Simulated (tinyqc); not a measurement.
Inside a calculation. Method: RKS/B3LYP (VWN-RPA form) in the sto-6g basis, for BH, spin multiplicity 1. One step of it, computed by the program tinyqc.

Task: Iteration 1: building the Kohn-Sham matrix. J_ij = sum D_kl (ij|kl), K_ij = sum D_kl (ik|jl); F = H + J - 0.1 K + V_xc; E = tr D H + tr D J / 2 - 0.05 tr D K + E_xc + E_nn.

D at the start, lower triangle:
```
,1B 1s,1B 2s,1B 2px,1B 2py,1B 2pz,2H 1s
1B 1s,0.000641
1B 2s,-0.003770,0.022159
1B 2px,0.000000,0.000000,2.000000
1B 2py,0.000000,0.000000,0.000000,2.000000
1B 2pz,-0.004429,0.026032,0.000000,0.000000,0.030583
2H 1s,0.036672,-0.215556,0.000000,0.000000,-0.253235,2.096848
```

core Hamiltonian H = T + V (hartree), lower triangle:
```
,1B 1s,1B 2s,1B 2px,1B 2py,1B 2pz,2H 1s
1B 1s,-12.694798
1B 2s,-3.144377,-3.625785
1B 2px,0.000000,0.000000,-2.864822
1B 2py,0.000000,0.000000,0.000000,-2.864822
1B 2pz,-0.006190,-0.059972,0.000000,0.000000,-2.895617
2H 1s,-0.099563,-0.393386,0.000000,0.000000,-0.448796,-1.722269
```

Two-electron integrals (ij|kl) in chemists' order, unique and non-zero (hartree):
```
i,j,k,l,(ij|kl)
1,1,1,1,2.924993
2,1,1,1,0.480756
2,1,2,1,0.099484
2,2,1,1,0.743449
2,2,2,1,0.188967
2,2,2,2,0.544922
3,1,3,1,0.021096
3,2,3,1,0.030854
3,2,3,2,0.120443
3,3,1,1,0.743450
3,3,2,1,0.188967
3,3,2,2,0.544922
3,3,3,3,0.587109
4,1,4,1,0.021096
4,2,4,1,0.030854
4,2,4,2,0.120443
4,3,4,3,0.031641
4,4,1,1,0.743450
4,4,2,1,0.188967
4,4,2,2,0.544922
4,4,3,3,0.523827
4,4,4,4,0.587109
5,1,5,1,0.021096
5,2,5,1,0.030854
5,2,5,2,0.120443
5,3,5,3,0.031641
5,4,5,4,0.031641
5,5,1,1,0.743450
5,5,2,1,0.188967
5,5,2,2,0.544922
5,5,3,3,0.523827
5,5,4,4,0.523827
5,5,5,5,0.587109
6,1,1,1,0.015380
6,1,2,1,0.003098
6,1,2,2,0.005882
6,1,3,3,0.005851
6,1,4,4,0.005851
6,1,5,1,0.000247
6,1,5,2,0.000483
6,1,5,5,0.005944
6,1,6,1,0.000100
6,2,1,1,0.060834
6,2,2,1,0.015878
6,2,2,2,0.053623
6,2,3,3,0.051998
6,2,4,4,0.051998
6,2,5,1,0.001758
6,2,5,2,0.012184
6,2,5,5,0.056873
6,2,6,1,0.000531
6,2,6,2,0.009454
6,3,3,1,0.001249
6,3,3,2,0.006484
6,3,5,3,0.001988
6,3,6,3,0.000737
6,4,4,1,0.001249
6,4,4,2,0.006484
6,4,5,4,0.001988
6,4,6,4,0.000737
6,5,1,1,0.068169
6,5,2,1,0.017960
6,5,2,2,0.063227
6,5,3,3,0.060323
6,5,4,4,0.060323
6,5,5,1,0.002864
6,5,5,2,0.019003
6,5,5,5,0.069036
6,5,6,1,0.000619
6,5,6,2,0.012820
6,5,6,5,0.017806
6,6,1,1,0.250237
6,6,2,1,0.066277
6,6,2,2,0.249139
6,6,3,3,0.239643
6,6,4,4,0.239643
6,6,5,1,0.006163
6,6,5,2,0.058408
6,6,5,5,0.268131
6,6,6,1,0.002210
6,6,6,2,0.065750
6,6,6,5,0.094952
6,6,6,6,0.774999
```

nuclear repulsion = 1.25160173 hartree

V_xc (hartree), lower triangle:
```
,1B 1s,1B 2s,1B 2px,1B 2py,1B 2pz,2H 1s
1B 1s,-0.625712
1B 2s,-0.133491,-0.362452
1B 2px,0.000000,0.000000,-0.393012
1B 2py,0.000000,0.000000,0.000000,-0.393012
1B 2pz,-0.006706,-0.005330,0.000000,0.000000,-0.301347
2H 1s,-0.004187,-0.040055,0.000000,0.000000,-0.050060,-0.427854
```

E_xc = sum of w rho eps_xc = -1.90684789 hartree

Give: Coulomb J; exchange K; Kohn-Sham matrix F; total energy of this density.

Result:

Coulomb J (hartree), lower triangle:
```
,1B 1s,1B 2s,1B 2px,1B 2py,1B 2pz,2H 1s
1B 1s,3.4763
1B 2s,0.8886,2.6752
1B 2px,0.0000,0.0000,2.6990
1B 2py,0.0000,0.0000,0.0000,2.6990
1B 2pz,0.0122,0.1136,0.0000,0.0000,2.6276
2H 1s,0.0278,0.3388,0.0000,0.0000,0.4303,2.5237
```

exchange K (hartree), lower triangle:
```
,1B 1s,1B 2s,1B 2px,1B 2py,1B 2pz,2H 1s
1B 1s,0.0854
1B 2s,0.1239,0.4879
1B 2px,0.0000,0.0000,1.2388
1B 2py,0.0000,0.0000,0.0000,1.2388
1B 2pz,-0.0001,0.0085,0.0000,0.0000,0.1414
2H 1s,0.0031,0.0960,0.0000,0.0000,0.1238,1.5531
```

Kohn-Sham matrix F (hartree), lower triangle:
```
,1B 1s,1B 2s,1B 2px,1B 2py,1B 2pz,2H 1s
1B 1s,-9.8527
1B 2s,-2.4016,-1.3618
1B 2px,0.0000,0.0000,-0.6827
1B 2py,0.0000,0.0000,0.0000,-0.6827
1B 2pz,-0.0007,0.0475,0.0000,0.0000,-0.5835
2H 1s,-0.0762,-0.1042,0.0000,0.0000,-0.0810,0.2183
```

total energy of this density = -7.965414 hartree

This density is the starting one.
